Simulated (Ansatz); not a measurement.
# C₂H₂FNO: one species, many methods

How much do the methods differ for C₂H₂FNO? The plan is to run it at one geometry with functionals of several rungs and with coupled cluster. The yardstick is the atomisation energy at the CCSD(T) limit.

Method: functionals in def2-TZVPP, the program's frozen cores in correlated methods; program: Ansatz 0.2.0, Gaussian basis.

Levels to be run: LDA (SPW92), PBE-D4, revPBE-D4, BLYP-D4, r2SCAN-D4, B97M-V, PBE0-D4, B3LYP-D4, r2SCANh-D4, r2SCAN0-D4, HSE06-D4, BHLYP-D4, CAM-B3LYP-D4, LC-ωPBE, ωB97X-V, ωB97M-V, B2PLYP, PBE-QIDH; CCSD(T)/def2-SVP; CCSD(T)/def2-TZVPP; MP2/def2-QZVPP; extrapolation to the limit; RPA on PBE.

### Step 1. The geometry

All runs share one geometry, relaxed beforehand with PBE0-D4 in a triple-zeta def2 set.

SMILES `NC(F)=C=O`, 7 atoms, charge 0, spin multiplicity 1.

Atoms are counted from 1 here; the program's logs count them from 0.

Bond lengths: N1–C2 1.368 Å, N1–H6 1.010 Å, N1–H7 1.010 Å, C2–F3 1.366 Å, C2–C4 1.318 Å, C4–O5 1.160 Å. Angles: C2–N1–H6 116.4°, C2–N1–H7 116.4°, H6–N1–H7 112.7°, N1–C2–F3 121.3°, N1–C2–C4 120.9°, F3–C2–C4 117.8°, C2–C4–O5 178.6°.

### Step 2. LDA

This LDA is Slater exchange with PW92 correlation.

Input file in.yaml:

```yaml
crystal:
  periodic: [false, false, false]
  atoms:
    - {symbol: N, position_ang: [0.682569, -0.028660, 0.798708]}
    - {symbol: C, position_ang: [-0.331024, -0.185198, -0.106576]}
    - {symbol: F, position_ang: [-1.365588, -1.045955, 0.128129]}
    - {symbol: C, position_ang: [-0.339776, 0.492488, -1.237067]}
    - {symbol: O, position_ang: [-0.322739, 1.101497, -2.224429]}
    - {symbol: H, position_ang: [0.439445, 0.417083, 1.671665]}
    - {symbol: H, position_ang: [1.298314, -0.819256, 0.923870]}
basis:
  gaussian: {orbitals: def2-TZVPP}
hamiltonian: {xc: lda}
output: {orbitals: {seedname: orbitals}}
```

Launch:

```bash
$ ansatz run in.yaml --threads 2 --pin off --events-out ev --progress --plain --max-ram 4352MiB
```

Further steps of the session: PBE-D4 (GGA); revPBE-D4 (GGA); BLYP-D4 (GGA); r2SCAN-D4 (meta-GGA); B97M-V (meta-GGA); B3LYP-D4 (hybrid); r2SCANh-D4 (hybrid); r2SCAN0-D4 (hybrid); HSE06-D4 (hybrid); BHLYP-D4 (hybrid); CAM-B3LYP-D4 (range-separated); LC-ωPBE (range-separated); ωB97X-V (range-separated); ωB97M-V (range-separated); B2PLYP (double hybrid); PBE-QIDH (double hybrid); CCSD(T) in def2-SVP; CCSD(T) in def2-TZVPP; MP2 in def2-QZVPP; RPA on PBE orbitals.

Before running them: what should the planned runs give, taken together? Wanted: atomisation energy, CCSD(T)/CBS; farthest beyond LDA; mean size of error, GGA; mean size of error, meta-GGA; mean size of error, hybrid; mean size of error, range-separated; mean size of error, double hybrid; gap, smallest and largest; T1 diagnostic.

As calculated:

```
                               quantity                                      value
        atomisation energy, CCSD(T)/CBS                              2904.5 kJ/mol
 functionals within 14.5 kJ/mol (0.5 %)                         r2SCANh-D4, B2PLYP
                    farthest beyond LDA                     PBE-D4 (+204.9 kJ/mol)
                mean size of error, GGA                               128.2 kJ/mol
           mean size of error, meta-GGA                                30.3 kJ/mol
             mean size of error, hybrid                                65.6 kJ/mol
    mean size of error, range-separated                                36.0 kJ/mol
      mean size of error, double hybrid                                 9.6 kJ/mol
              gap, smallest and largest  2.55 eV (LDA (SPW92)), 10.30 eV (LC-ωPBE)
                          T1 diagnostic                                     0.0156
triples share of the correlation energy                                      4.1 %
```

What this shows: LDA overbinds by 661.1 kJ/mol (23 %). PBE-D4 is off by +204.9 kJ/mol. Double hybrids carry the basis error of their MP2 part in triple zeta, and no dispersion term here, so their miss is partly the set-up's. By mean error the best rung here is double hybrid (9.6 kJ/mol) and the worst beyond LDA is GGA (128.2 kJ/mol). The reference freezes the cores and leaves out relativity and excitations past (T), so misses under about 14.5 kJ/mol can't be ranked. Hartree-Fock recovers 63 % of the binding; the rest is correlation. CCSD(T) in def2-SVP is off by -169.2 kJ/mol, worse than the median functional, from the basis alone. Orbital gaps span 2.5 to 10.3 eV; exact exchange widens them.
